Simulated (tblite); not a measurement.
Species: C4H10S (charge +1 and doublet state).
Cartesian coordinates in Å at the GFN2-xTB level; atoms count from 1:
```xyz
15
C4H10S angstrom
C      2.0248    0.0185    0.0084
C      0.6971   -0.6882    0.1544
C     -0.5052    0.2448    0.2723
C     -1.8348   -0.3806   -0.1025
S     -0.1950    1.8417   -0.5484
H      2.8403   -0.6988    0.0452
H      2.1862    0.7473    0.8048
H      2.0761    0.5631   -0.9373
H      0.5391   -1.3347   -0.7175
H      0.7200   -1.3591    1.0187
H     -0.5573    0.5551    1.3307
H     -1.9598   -1.3152    0.4408
H     -2.6746    0.2634    0.1491
H     -1.8761   -0.6021   -1.1673
H     -1.4853    2.1528   -0.7731
```

Computed with GFN2-xTB (tblite): harmonic, unscaled wavenumbers at the GFN2-xTB geometry, gas phase. Errors from tens to a few hundred cm⁻¹ against measured bands are possible. Modes of hydrogen on sulfur can be 10 to 20 % off. One conformer, not necessarily the lowest. Open shells enter through the occupations alone, without spin polarisation, and single modes of such species can be off by tens of per cent.

Harmonic wavenumbers (cm⁻¹): 77.4, 180.3, 201.5, 227.6, 276.8, 309.3, 397.2, 421.3, 623.2, 780.4, 810.9, 873.6, 952.2, 993.9, 1033.7, 1055.1, 1102.0, 1108.2, 1135.5, 1149.7, 1174.2, 1284.4, 1388.5, 1399.9, 1407.8, 1421.4, 1434.5, 1454.0, 1464.2, 2340.6, 2804.4, 2915.3, 2959.6, 2974.7, 2994.4, 3038.8, 3043.7, 3052.2, 3063.1.

A = 4425, B = 3407, C = 2059 MHz; mass 90.050 u (most abundant isotopes); point group C1, symmetry number 1; spin multiplicity 2.

Problem. What is the zero-point energy?

Solution. ½Σν̃ = 27663 cm⁻¹ = 79.09 kcal/mol.

Problem. Give the ideal-gas entropy at 500 K and 1 bar in the rigid-rotor, harmonic-oscillator model (classical rotation).

Solution. Translation 42.00, rotation 28.28, vibration 30.67, spin (R ln 2) 1.38: S = 102.3 cal/(mol K).

Problem. And Cp and H(500 K) − H(0)?

Solution. Cp = 41.93 cal/(mol K), of which vibrations give 33.99 (their classical limit is 39 R = 77.5); H(500 K) − H(0) = 12.37 kcal/mol without the zero-point energy, 8.39 from vibrations.

Problem. What must be added to the electronic energy to get the Gibbs energy at 500 K and 1 bar?

Solution. ZPE + [H(500 K) − H(0)] − T·S = 79.09 + 12.37 − 51.16 = 40.30 kcal/mol.

Problem. How do the functions run with temperature in this model?

Solution. 
| T (K) | S (cal/(mol K)) | Cp (cal/(mol K)) | H − H(0) (kcal/mol) | G − H(0) (kcal/mol) | ln q(vib) |
| --- | --- | --- | --- | --- | --- |
| 150 | 69.0 | 18.0 | 1.85 | -8.50 | 1.29 |
| 250 | 79.8 | 24.7 | 3.98 | -15.96 | 2.84 |
| 298.15 | 84.4 | 28.1 | 5.25 | -19.91 | 3.62 |
| 400 | 93.7 | 35.5 | 8.49 | -28.99 | 5.30 |
| 600 | 110.5 | 47.4 | 16.84 | -49.44 | 8.67 |
| 900 | 132.2 | 59.4 | 33.01 | -85.93 | 13.63 |

q(vib) and H(0) count from the zero-point level.

Hindered rotation and anharmonicity are outside this model. Other conformers, if any are populated, would add a mixing term that is left out. The structure is chiral; the term R ln 2 for an equal mix with its mirror image is left out.
